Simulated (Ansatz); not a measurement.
System (SMILES): [SiH2] (SiH2) (closed-shell singlet).
Atoms: Si1, H2, H3. Bonds: Si1-H2, Si1-H3.

Basis-set convergence of the highest harmonic wavenumber at PBE with Ansatz (a first-principles code). Each level at its own minimum, finite differences of forces, unscaled; the reference is a large set that could be run, not a limit. All functions are spherical. The program fits the integrals of some runs and decomposes those of others, by size. Core-valence sets carry the plain set on hydrogen. No added dispersion term, no relativity. Reference: the value in def2-QZVPPD, 1979 cm⁻¹, itself unsure by roughly 2 cm⁻¹ (its mean distance from pcseg-3, def2-QZVPP, cc-pV(Q+d)Z). Deviations are taken from unrounded values.

```json
[
 {"basis": "pcseg-0", "functions": "17", "highest harmonic wavenumber (cm⁻¹)": "1800", "minus reference (cm⁻¹)": "-179"},
 {"basis": "pcseg-1", "functions": "28", "highest harmonic wavenumber (cm⁻¹)": "1986", "minus reference (cm⁻¹)": "7"},
 {"basis": "aug-cc-pV(D+d)Z", "functions": "50", "highest harmonic wavenumber (cm⁻¹)": "1972", "minus reference (cm⁻¹)": "-8"},
 {"basis": "pcseg-2", "functions": "62", "highest harmonic wavenumber (cm⁻¹)": "1975", "minus reference (cm⁻¹)": "-5"},
 {"basis": "jun-cc-pV(T+d)Z", "functions": "76", "highest harmonic wavenumber (cm⁻¹)": "1975", "minus reference (cm⁻¹)": "-4"},
 {"basis": "cc-pCVTZ", "functions": "87", "highest harmonic wavenumber (cm⁻¹)": "1974", "minus reference (cm⁻¹)": "-5"},
 {"basis": "aug-cc-pV(T+d)Z", "functions": "101", "highest harmonic wavenumber (cm⁻¹)": "1975", "minus reference (cm⁻¹)": "-4"},
 {"basis": "pcseg-3", "functions": "130", "highest harmonic wavenumber (cm⁻¹)": "1978", "minus reference (cm⁻¹)": "-2"}
]
```

The smallest set listed that lies within 50 cm⁻¹ of the reference with all its larger relatives (same family, alike in diffuse functions; a set with none counts only in the reference's own line) is pcseg-1 (28 functions, 7 cm⁻¹ off). Inside, with no larger relative to test it: cc-pCVTZ.
